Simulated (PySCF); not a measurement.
Beryllium: a sound run and one with changed settings

Sound run: Be [He] 2s2, Be⁺ [He] 2s1. Calculation: PySCF 2.14, in aug-cc-pVDZ-DK; scalar relativity by spin-free X2C-1e. The sound run starts from symmetry-adapted Hartree-Fock orbitals and uses a fine grid where one is needed.

Changed run: radial step 1.2 in ln r (0.13 in the sound run). This setting is unsound on purpose.

```csv
species,method,sound run (hartree),changed run (hartree),converged
Be,UHF,-14.57489,-14.57489,yes
Be,PBE,-14.63034,-14.70661,yes
Be,M06-L,-14.66346,-14.73798,yes
Be⁺,UHF,-14.27811,-14.27811,yes
Be⁺,PBE,-14.29809,-14.37446,yes
Be⁺,M06-L,-14.33604,-14.39944,yes
```

Ionisation energy of Be:

| method | sound run (eV) | changed run (eV) |
| --- | --- | --- |
| UHF | 8.076 | 8.076 |
| PBE | 9.041 | 9.038 |
| M06-L | 8.910 | 9.212 |

A coarse radial grid mis-integrates the density and the exchange-correlation energy, with errors of either sign; Hartree-Fock needs no grid.

For comparison, NIST gives 9.323 eV between the lowest levels.
